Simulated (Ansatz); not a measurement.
A calculation with Ansatz (development build ahead of 0.2.0).

```yaml
crystal:
  periodic: [false, false, false]
  atoms:
    - { symbol: O, position_ang: [-0.04891, -0.35149, -1.90789] }
    - { symbol: H, position_ang: [-0.02958, -0.46412, -0.94407] }
    - { symbol: Cl, position_ang: [0.02446, 0.19383, 1.07293] }
    - { symbol: H, position_ang: [0.03169, 0.58439, -1.95511] }
basis:
  gaussian: { orbitals: def2-TZVP }
total_charge: -1
hamiltonian:
  xc: hf
correlation:
  method: mp2
  frozen_orbitals: { Cl: 5, H: 0, O: 1 }
```

The input is written out in the form of the current development build from the run's settings.

The run gave:

* Converged: yes
* Reference energy: -535.63595 hartree
* Correlation energy: -0.45403 hartree
* Total energy: -536.08999 hartree
* Spin squared of the determinant: 0.000

Caution: no diffuse functions for an anion.
